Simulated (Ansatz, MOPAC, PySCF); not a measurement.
Gas-phase reaction in SMILES: N#CC(F)(F)F -> F[C](F)F + [C]#N (the C-C bond breaks)

Wanted: bond dissociation energy (enthalpy at 298 K), in kcal/mol. Conventions: non-relativistic; open shells spin-unrestricted; no spin-orbit coupling; no dispersion term unless named; PM7 with its own dispersion and hydrogen-bond terms; 6-31G* and kin with 6d, 5d where marked. First-principles rows: single points at B3LYP-D3(BJ) geometries (Ansatz, a quantum-chemistry and plane-wave program), with unscaled harmonic terms from B3LYP/6-31G* (Ansatz) at its own minima. Semi-empirical rows: MOPAC heats of formation at their own minima for 298 K.

```json
[
 {"species": "N#CC(F)(F)F", "coefficient": "-1", "E at B3LYP/6-31G* (Ansatz), Eh": "-430.44621", "E at M06-2X/def2-TZVPD (PySCF), Eh": "-430.50005", "H(298 K) - E, kcal/mol": "18.09", "heat of formation at PM7 (MOPAC), kcal/mol": "-118.37"},
 {"species": "F[C](F)F", "coefficient": "+1", "E at B3LYP/6-31G* (Ansatz), Eh": "-337.55093", "E at M06-2X/def2-TZVPD (PySCF), Eh": "-337.60135", "H(298 K) - E, kcal/mol": "10.39", "heat of formation at PM7 (MOPAC), kcal/mol": "-125.23"},
 {"species": "[C]#N", "coefficient": "+1", "E at B3LYP/6-31G* (Ansatz), Eh": "-92.71146", "E at M06-2X/def2-TZVPD (PySCF), Eh": "-92.71167", "H(298 K) - E, kcal/mol": "5.16", "heat of formation at PM7 (MOPAC), kcal/mol": "102.74"}
]
```

Measured values: Active Thermochemical Tables 1.112 (ions: stationary electron), as tabulated in the package chemicals; G2/97 table in ASE (Curtiss et al.); G2/97 table in ASE (Curtiss et al.), the entry of C2F3N doubted and unchecked; they hold spin-orbit and core effects, anharmonicity.  Value to compare with, the measured value: 111.4 kcal/mol. 1 Eh = 627.5095 kcal/mol.

Q: Work the quantity out at each level, and compare with the measured value.

A: 
- B3LYP/6-31G*: the sum of coefficient times E is 0.18382 Eh, or 115.35 kcal/mol; the thermal terms add -2.54. Result: 112.8 kcal/mol. Its error against the measured value is 1.4 kcal/mol.
- M06-2X/def2-TZVPD: the sum of coefficient times E is 0.18703 Eh, or 117.36 kcal/mol; the thermal terms add -2.54. Result: 114.8 kcal/mol. Its error against the measured value is 3.4 kcal/mol.
- PM7: the sum of coefficient times heat of formation is 95.88 kcal/mol; it needs no thermal term. Its error against the measured value is -15.5 kcal/mol.
